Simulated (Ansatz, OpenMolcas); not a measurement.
CHCl3 (SMILES ClC(Cl)Cl): from total energies to a heat of formation

CHCl3: 5 atoms, total charge 0, spin state singlet. As SMILES, `ClC(Cl)Cl`. The coordinates come from a PBE0-D4/def2-TZVP relaxation.

Total energies at M06-2X/6-311+G** (OpenMolcas 26.06); the atoms run unrestricted:

| species | state | energy (Eh) |
| --- | --- | --- |
| CHCl3 | singlet | -1419.274819 |
| Cl | doublet | -460.132689 |
| C | triplet | -37.840405 |
| H | doublet | -0.498134 |

Harmonic wavenumbers at PBE0-D4/def2-TZVP, in cm⁻¹: 261, 261, 371, 685, 781, 781, 1237, 1237, 3179.

Measured heats of formation of the gaseous atoms at 298.15 K, in kJ/mol: Cl 121.3, C 716.9, H 218.0. Spin-orbit lowering of the atoms at 298 K (mean of the ground term's levels less their thermal mean, from spectra), in kJ/mol: Cl 3.44, C 0.02. Take 1 Eh = 2625.50 kJ/mol, 1 cm⁻¹ = 0.0119627 kJ/mol, RT = 2.479 kJ/mol.

**Question.** What heat of formation follows?

**Answer.** 
1. Electronic atomisation energy: 3 × (-460.132689) + (-37.840405) + (-0.498134) − (-1419.274819) = 0.538213 Eh = 1413.1 kJ/mol.
2. Zero-point energy: half the sum of the wavenumbers, 4396.5 cm⁻¹ = 52.6 kJ/mol.
3. Thermal vibrational enthalpy, Σ hcν̃/(exp(hcν̃/kT) − 1): 4.2 kJ/mol. Translation, rotation and pV of a non-linear molecule: 4 RT = 9.9 kJ/mol.
4. The 5 free atoms carry 5/2 RT each: 31.0 kJ/mol.
5. Spin-orbit coupling lowers the free atoms by 3 × 3.44 + 0.02 = 10.3 kJ/mol.
6. Atomisation enthalpy at 298 K: 1413.1 − 10.3 − 52.6 − 4.2 − 9.9 + 31.0 = 1367.1 kJ/mol.
7. Sum of the atoms' heats of formation: 1298.8 kJ/mol. Heat of formation: 1298.8 − 1367.1 = -68.3 kJ/mol.

The tabulated value is -103.5 kJ/mol (Active Thermochemical Tables), so this level is off by +35.2 kJ/mol, or 2.5 % of the atomisation enthalpy that the table implies (1402.3 kJ/mol). Anharmonicity and any spin-orbit splitting of the molecule are left out.
